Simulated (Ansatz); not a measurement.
**CHClN (doublet): from Hartree-Fock to the top rungs at distance Cl1–H2 along a hydrogen transfer = 1.279 Å, cc-pVDZ**

The task here is to estimate one member of a computed series from the others.

Program: Ansatz 0.2.0, Gaussian basis. Level of theory: cc-pVDZ, core rule «outside noble gas», up to 7 orbitals frozen. These are calculated values, not measurements.

The runs, in order: UHF; CCSD(T) on ROHF; CCSD(T) on UHF; BCCD(T) on ROHF; CISD; CCSDT(Q) on ROHF; CCSDT(Q) on UHF; CASSCF and MRCISD+Q, 3 electrons in 3 orbitals; CASSCF and NEVPT2, 3 electrons in 3 orbitals.

### The geometry

The geometry derives from fragments relaxed apart (PBE0/def2-TZVP) and kept rigid, so it is no stationary point. A hydrogen atom is moved between rigid fragments.

4 atoms, charge 0, spin multiplicity 2.

Atoms are counted from 1 here; the program's logs count them from 0.

Bond lengths: Cl1–H2 1.279 Å, N3–C4 1.160 Å.

Set-up of the first run:

Input file in.yaml:

```yaml
crystal:
  periodic: [false, false, false]
  atoms:
    - {symbol: Cl, position_ang: [0.000000, 0.000000, -1.974721]}
    - {symbol: H, position_ang: [0.000000, 0.000000, -0.695921]}
    - {symbol: N, position_ang: [0.000000, 0.000000, 1.915363]}
    - {symbol: C, position_ang: [0.000000, 0.000000, 0.755279]}
basis:
  gaussian: {orbitals: cc-pVDZ}
magnetization: {spin_polarized: true, initial_magnetization: 1}
hamiltonian: {xc: hf}
output: {orbitals: {seedname: orbitals}}
```

Launch:

```
$ ansatz run in.yaml --threads 1 --pin off --events-out ev --progress --plain --max-ram 4096MiB --backend cpu
```

Steps of the session up to this table: UHF; CCSD(T) on ROHF; CCSD(T) on UHF; BCCD(T) on ROHF; CISD; CCSDT(Q) on ROHF; CCSDT(Q) on UHF; CASSCF and MRCISD+Q, 3 electrons in 3 orbitals; CASSCF and NEVPT2, 3 electrons in 3 orbitals.

One table of the session follows, with a row left open; its other results are not shown here.

| method | from RCCSDT(Q) (meV) |
| --- | --- |
| ROHF | +12999.1 |
| UHF | +12499.6 |
| RMP2 | +1157.0 |
| UMP2 | +1949.2 |
| CISD | +2100.9 |
| RCCSD | +562.4 |
| UCCSD | +565.3 |
| RCCSD(T) | +78.3 |
| UCCSD(T) | +119.0 |
| BCCD(T) | +77.9 |
| RCCSDT | +54.8 |
| UCCSDT | +56.0 |
| RCCSDT(Q) | 0 |
| UCCSDT(Q) | -6.5 |
| CASSCF pair | +12119.9 |
| NEVPT2 pair | +1258.6 |
| MRCISD pair | +1893.8 |
| MRCISD+Q pair | ? |

Estimate the missing values for MRCISD+Q pair.

The run gave: from RCCSDT(Q) (meV): +436.5. In the column «from RCCSDT(Q) (meV)» it lies between UCCSD(T) (+119.0) and RCCSD (+562.4).

Limits of these values: Restricted and unrestricted rows rest on different reference determinants; where their highest levels disagree by more than a few hundredths of an eV, they describe different states and don't form one ladder.
